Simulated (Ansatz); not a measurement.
One crystal and one scan (energy against volume) at two levels, r2SCAN (plane waves to 500 eV, PAW, scalar-relativistic; Ansatz, an electronic-structure program) and PBE (plane waves to 420 eV, PAW, scalar-relativistic; Ansatz), each from its own relaxed cell and on its own mesh. The cell shown is that of r2SCAN.

Al (fcc, Cu type)

```yaml
crystal:
  lattice:
    - [0.00000, 1.99536, 1.99536]
    - [1.99536, 0.00000, 1.99536]
    - [1.99536, 1.99536, 0.00000]
  atoms:
    - { symbol: Al, position: [0.00000, 0.00000, 0.00000] }
```

Equation-of-state scan: isotropic scaling of the cell above, V₀ being its volume. Symmetry pins the atoms to their sites.

Energies are smeared free energies. Al was relaxed with its symmetry unable to fall. The PAW data are Ansatz's earlier set. Percentages come from the unrounded values. Both scans cover V/V₀ from 0.840 to 1.160.

Results of r2SCAN:

```
Quantity                                                 Value
-------------------------------------------------------  -----
Lattice constant a (Å)                                   3.991
Pressure at the smallest volume (GPa)                     23.7
Energy cost of the largest compression (meV/atom)          162
Energy cost of the largest expansion (meV/atom)             89
Bulk modulus B₀ (third-order Birch-Murnaghan fit) (GPa)   92.1
Pressure derivative B₀′ (fit)                              4.5
Pressure for 5 % compression (fit) (GPa)                   5.3
```

Q: Estimate the PBE values.

A: 
| quantity | PBE | r2SCAN − PBE |
|---|---|---|
| Lattice constant a (Å) | 4.040 | -0.049 (-1.2 %) |
| Pressure at the smallest volume (GPa) | 20.1 | +3.6 (+18 %) |
| Energy cost of the largest compression (meV/atom) | 140 | +22 (+15 %) |
| Energy cost of the largest expansion (meV/atom) | 76 | +13 (+17 %) |
| Bulk modulus B₀ (third-order Birch-Murnaghan fit) (GPa) | 76.4 | +15.7 (+20 %) |
| Pressure derivative B₀′ (fit) | 4.7 | -0.2 (-4 %) |
| Pressure for 5 % compression (fit) (GPa) | 4.4 | +0.9 (+20 %) |

r2SCAN gives the higher value for: pressure at the smallest volume; energy cost of the largest compression; energy cost of the largest expansion; bulk modulus B₀; pressure for 5 % compression. r2SCAN gives the lower value for: lattice constant a. For the lattice constant a the reference is 4.018 Å (measured, corrected to the static lattice; as given in Daniel Mejia-Rodriguez, S. B. Trickey, Physical Review B (2018), arXiv:1807.09216): within its tolerance of 0.3 % it doesn't tell which level is nearer. For the bulk modulus B₀ the reference is 80.8 GPa (measured, corrected to the static lattice; as given in H. Levämäki, M. P. J. Punkkinen, K. Kokko et al., Physical Review B (2014), arXiv:1402.3671): PBE lies nearer.  Neither level is exact: the differences show how much the result hangs on the functional.

(Under strain, the slope of the energy per volume gives the stress and its curvature an elastic modulus.)
